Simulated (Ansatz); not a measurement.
Ansatz (an electronic-structure program) input (B3LYP-D3(BJ)/def2-TZVP):

Ansatz 0.2 input:
```yaml
crystal:
  periodic: [false, false, false]
  atoms:
    - {symbol: P, position_ang: [-0.03220013, -0.03440017, 0.99286771]}
    - {symbol: P, position_ang: [-0.00291673, -0.01796165, -0.97672509]}
basis:
  gaussian:
    orbitals: def2-TZVP
hamiltonian:
  xc: b3lyp
  dispersion: d3bj
total_charge: 1
magnetization: {spin_polarized: true, initial_magnetization: 1}
relax: {f_tol: 0.002, max_steps: 150}
```

End of the output:

```
integrals: 0.01 GiB planned
564 factors; their error is unknown
mean field: 0.22 GiB planned
mean field evaluation 1: about -18565.1348 eV, gradient 2.0e1 eV
mean field evaluation 2: about -18565.3232 eV, gradient 2.0e1 eV
mean field evaluation 4: about -18567.6061 eV, gradient 2.6e-1 eV
mean field evaluation 8: about -18567.6201 eV, gradient 2.0e-3 eV
mean field evaluation 16: about -18567.6201 eV, gradient 1.2e-5 eV
mean field evaluation 32: about -18567.6201 eV, gradient 2.5e-2 eV
mean field evaluation 64: about -18567.7957 eV, gradient 3.4e0 eV
mean field -18568.14313585 eV, -682.3666743029 hartree, gradient 3.9e-6 eV, S^2 0.752879; 7 other end points of the search recorded, 0 dependent functions left out
the calculation of the forces begins
reference -18568.14331056 eV, -682.3666807234 hartree; 15, 14 occupied and 59, 60 virtual orbitals, 564 factors
relax step   1: F+E_penalty+E_count = -18568.23403146 eV  Δ(F+E_penalty+E_count) = +0.000e0 eV  max|allowed force component| = 1.804e-1 eV/Å  Δτ_max = 0.0000 Å  (227 SCF iters, accepted)
these checks for a lower state are left out or cut short: starts, cluster_reference, orbital_swaps, neighbouring_geometries, increment
integrals: 0.01 GiB planned
564 factors; their error is unknown
mean field: 0.22 GiB planned
mean field -18568.14369029 eV, -682.3666946782 hartree, gradient 2.4e-5 eV, S^2 0.752877; 0 other end points of the search recorded, 0 dependent functions left out
the calculation of the forces begins
reference -18568.14386501 eV, -682.3667010991 hartree; 15, 14 occupied and 59, 60 virtual orbitals, 564 factors
relax step   2: F+E_penalty+E_count = -18568.23456614 eV  Δ(F+E_penalty+E_count) = -5.347e-4 eV  max|allowed force component| = 4.271e-2 eV/Å  Δτ_max = 0.0039 Å  (37 SCF iters, accepted)
these checks for a lower state are left out or cut short: starts, cluster_reference, orbital_swaps, neighbouring_geometries, increment
integrals: 0.01 GiB planned
564 factors; their error is unknown
mean field: 0.22 GiB planned
mean field -18568.14371895 eV, -682.3666957316 hartree, gradient 2.4e-5 eV, S^2 0.752877; 0 other end points of the search recorded, 0 dependent functions left out
the calculation of the forces begins
reference -18568.14389367 eV, -682.3667021524 hartree; 15, 14 occupied and 59, 60 virtual orbitals, 564 factors
relax step   3: F+E_penalty+E_count = -18568.23459868 eV  Δ(F+E_penalty+E_count) = -3.254e-5 eV  max|allowed force component| = 4.687e-5 eV/Å  Δτ_max = 0.0008 Å  (30 SCF iters, accepted)
integrals: 0.01 GiB planned
564 factors; their error is unknown
mean field: 0.22 GiB planned
mean field evaluation 96: about -18568.1437 eV, gradient 9.9e-6 eV
mean field -18568.14371895 eV, -682.3666957316 hartree, gradient 2.4e-5 eV, S^2 0.752877; 4 other end points of the search recorded, 0 dependent functions left out
the calculation of the forces begins
reference -18568.14389367 eV, -682.3667021524 hartree; 15, 14 occupied and 59, 60 virtual orbitals, 564 factors
Total energy: -18568.23477340 eV, -682.3700419210 hartree
Atom 0 at    -0.032247    -0.034427     0.996025 Å, force    -0.000001    -0.000000     0.000047 eV/Å
Atom 1 at    -0.002870    -0.017935    -0.979882 Å, force     0.000001     0.000000    -0.000047 eV/Å
Dipole moment:     0.000000     0.000000    -0.000000 e Å
```
